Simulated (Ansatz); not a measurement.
**C2H5NO: up Jacob's ladder to CCSD(T)**

The task here is to estimate one member of a computed series from the others.

Method: functionals in def2-TZVPP, the program's frozen cores in correlated methods; program: Ansatz 0.2.0, Gaussian basis.

Plan: LDA (SPW92), PBE-D4, revPBE-D4, BLYP-D4, r2SCAN-D4, B97M-V, PBE0-D4, B3LYP-D4, r2SCANh-D4, r2SCAN0-D4, HSE06-D4, BHLYP-D4, CAM-B3LYP-D4, LC-ωPBE, ωB97X-V, ωB97M-V, B2PLYP, PBE-QIDH; CCSD(T)/def2-SVP; CCSD(T)/def2-TZVPP; MP2/def2-QZVPP; extrapolation to the limit; RPA on PBE.

### The geometry

An earlier PBE0-D4 in a triple-zeta def2 set relaxation fixed the geometry.

SMILES `C/C=N/O`, 9 atoms, charge 0, spin multiplicity 1.

Atoms are counted from 1 here; the program's logs count them from 0.

Bond lengths: C1–C2 1.484 Å, C1–H5 1.094 Å, C1–H6 1.090 Å, C1–H7 1.094 Å, C2–N3 1.265 Å, C2–H8 1.092 Å, N3–O4 1.386 Å, O4–H9 0.961 Å. Angles: C2–C1–H5 110.7°, C2–C1–H6 110.4°, C2–C1–H7 110.7°, H5–C1–H6 109.0°, H5–C1–H7 107.0°, H6–C1–H7 109.0°, C1–C2–N3 120.1°, C1–C2–H8 119.8°, N3–C2–H8 120.1°, C2–N3–O4 111.8°, N3–O4–H9 102.9°.

The first run:

File in.yaml:

```yaml
crystal:
  periodic: [false, false, false]
  atoms:
    - {symbol: C, position_ang: [-0.999188, 0.587952, 0.688205]}
    - {symbol: C, position_ang: [-0.159000, -0.219600, -0.230558]}
    - {symbol: N, position_ang: [1.101830, -0.122670, -0.188056]}
    - {symbol: O, position_ang: [1.712832, -0.949800, -1.116605]}
    - {symbol: H, position_ang: [-1.619771, -0.060410, 1.313900]}
    - {symbol: H, position_ang: [-0.373488, 1.207592, 1.330033]}
    - {symbol: H, position_ang: [-1.678922, 1.232700, 0.123179]}
    - {symbol: H, position_ang: [-0.631930, -0.898233, -0.944002]}
    - {symbol: H, position_ang: [2.647648, -0.777530, -0.976094]}
basis:
  gaussian: {orbitals: def2-TZVPP}
hamiltonian: {xc: lda}
output: {orbitals: {seedname: orbitals}}
```

Started as:

```bash
$ ansatz run in.yaml --threads 4 --pin off --events-out ev --progress --plain --max-ram 10444MiB
```

Steps of the session up to this table: LDA; PBE-D4 (GGA); revPBE-D4 (GGA); BLYP-D4 (GGA); r2SCAN-D4 (meta-GGA); B97M-V (meta-GGA); B3LYP-D4 (hybrid); r2SCANh-D4 (hybrid); r2SCAN0-D4 (hybrid); HSE06-D4 (hybrid); BHLYP-D4 (hybrid); CAM-B3LYP-D4 (range-separated); LC-ωPBE (range-separated); ωB97X-V (range-separated); ωB97M-V (range-separated); B2PLYP (double hybrid); PBE-QIDH (double hybrid).

One table of the session follows, with a row left open; its other results are not shown here.

It belongs to the step «Orbital energies across the functionals». 

```
  functional  HOMO (eV)  gap (eV)
 LDA (SPW92)      -6.15      5.00
      PBE-D4      -5.97      5.05
   revPBE-D4      -5.90      5.08
     BLYP-D4      -5.86      5.04
   r2SCAN-D4      -6.21      5.50
      B97M-V      -6.26      5.64
     PBE0-D4      -7.34      7.50
    B3LYP-D4      -7.12      6.99
  r2SCANh-D4          ?         ?
  r2SCAN0-D4      -7.51      7.79
    HSE06-D4      -6.93      6.71
    BHLYP-D4      -8.61      9.94
CAM-B3LYP-D4      -8.75     10.08
     LC-ωPBE     -10.10     12.69
     ωB97X-V      -9.73     12.23
     ωB97M-V      -9.66     12.07
```

Estimate the missing values for r2SCANh-D4.

Worked estimate for «HOMO (eV)». Against the share of exact exchange, r2SCAN-D4 (0, -6.21), r2SCAN0-D4 (0.25, -7.51) give a slope of -5.20 per unit share; at 0.1 the line stands at -6.73.

The run gave: HOMO (eV): -6.72; gap (eV): 6.41. In «HOMO (eV)» the line misses by -0.01.
